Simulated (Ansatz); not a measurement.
# CH₅O+ (SMILES C[OH2+]): single points off equilibrium

One table from this session's results is given with a row withheld; the runs are named, their logs left out.

The runs use Ansatz 0.2.0, Gaussian basis; single points in def2-TZVPP.

Correlated methods freeze the cores.

### The system as given

7 atoms, charge 1, spin multiplicity 1.

Atoms are counted from 1 here; the program's logs count them from 0.

Bond lengths: C1–O2 1.507 Å, C1–H3 1.089 Å, C1–H4 1.095 Å, C1–H5 1.150 Å, O2–H6 0.998 Å, O2–H7 1.031 Å. Angles: O2–C1–H3 107.8°, O2–C1–H4 106.1°, O2–C1–H5 110.8°, H3–C1–H4 112.0°, H3–C1–H5 111.6°, H4–C1–H5 108.4°, C1–O2–H6 110.9°, C1–O2–H7 109.8°, H6–O2–H7 108.5°.

As a file:

```xyz
7
charge 1, multiplicity 1
C    -0.2999   -0.4358   -0.2811
O     0.2918    0.5245    0.7186
H    -0.0192   -1.4444    0.0194
H    -1.3836   -0.2830   -0.2442
H     0.0642   -0.1943   -1.3447
H     0.0656    1.4678    0.4829
H     1.3180    0.4276    0.7298
```

Set-up of the first run:

File run/in.yaml:

```yaml
crystal:
  periodic: [false, false, false]
  atoms:
    - {symbol: C, position_ang: [-0.299900, -0.435800, -0.281100]}
    - {symbol: O, position_ang: [0.291800, 0.524500, 0.718600]}
    - {symbol: H, position_ang: [-0.019200, -1.444400, 0.019400]}
    - {symbol: H, position_ang: [-1.383600, -0.283000, -0.244200]}
    - {symbol: H, position_ang: [0.064200, -0.194300, -1.344700]}
    - {symbol: H, position_ang: [0.065600, 1.467800, 0.482900]}
    - {symbol: H, position_ang: [1.318000, 0.427600, 0.729800]}
basis:
  gaussian: {orbitals: def2-TZVPP}
total_charge: 1
correlation: {method: ccsd_t}
output: {forces: true}
```

The command line of these runs was not kept.

Steps of the session up to this table: CCSD(T)/def2-TZVPP; PBE0-D4/def2-TZVPP; wB97M-V/def2-TZVPP; r2SCAN-D4/def2-TZVPP; PBE-D4/def2-TZVPP; r2SCAN0-D4/def2-TZVPP; HSE06-D4/def2-TZVPP.

One of the session's tables, all rows but one given; the rest of the session is left out.

```
    method  RMS force component (eV/Å)  angle to CCSD(T) forces (°)
   CCSD(T)                       0.939                    reference
   PBE0-D4                       0.928                          6.1
   wB97M-V                       0.949                          2.7
 r2SCAN-D4                           ?                            ?
    PBE-D4                       0.783                          9.3
r2SCAN0-D4                       1.023                          6.7
  HSE06-D4                       0.926                          6.1
```

Q: Estimate the row for r2SCAN-D4 from the others.

As computed: RMS force component (eV/Å): 0.921; angle to CCSD(T) forces (°): 1.3. In the column «RMS force component (eV/Å)» it lies between PBE-D4 (0.783) and HSE06-D4 (0.926).
